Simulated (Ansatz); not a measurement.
F3NS (`N#S(F)(F)F`). The species carries charge 0 and has multiplicity 1.

```xyz
5

N     0.822   -0.182   -1.395
S     0.111   -0.025   -0.189
F    -1.350    0.504   -0.141
F    -0.179   -1.211    0.773
F     0.596    0.914    0.952
```

(1) What are the harmonic wavenumbers in cm⁻¹ at PBE0-D4/def2-TZVP (Ansatz, finite differences of forces, unscaled)? (Estimate.)

(2) Is this a minimum?

(3) Give the ideal-gas thermochemistry at 298.15 K and 1 bar (rigid rotor, harmonic oscillator; point group C3v, symmetry number 3).

(4) And at 400, 500, 600, 800 and 1000 K?

(5) Rotational constants (cm⁻¹)?

Answers

(1) Ansatz gave: 347, 347, 442, 442, 522, 799, 836, 836, 1596.

(2) Yes, all 9 modes are real.

(3) Zero-point energy 36.9 kJ/mol; H(298) − E = 51.3 kJ/mol; entropy 285.8 J/(mol·K), of which translation 166.7, rotation 97.5, vibration 21.7; G(298) − E = -33.9 kJ/mol.

(4) 
| T (K) | H − E (kJ/mol) | S (J/mol/K) | G − E (kJ/mol) |
| --- | --- | --- | --- |
| 400 | 59.0 | 308.2 | -64.2 |
| 500 | 67.5 | 327.0 | -96.0 |
| 600 | 76.5 | 343.5 | -129.6 |
| 800 | 95.6 | 370.9 | -201.1 |
| 1000 | 115.6 | 393.2 | -277.6 |

(5) 0.1723, 0.1546, 0.1546.
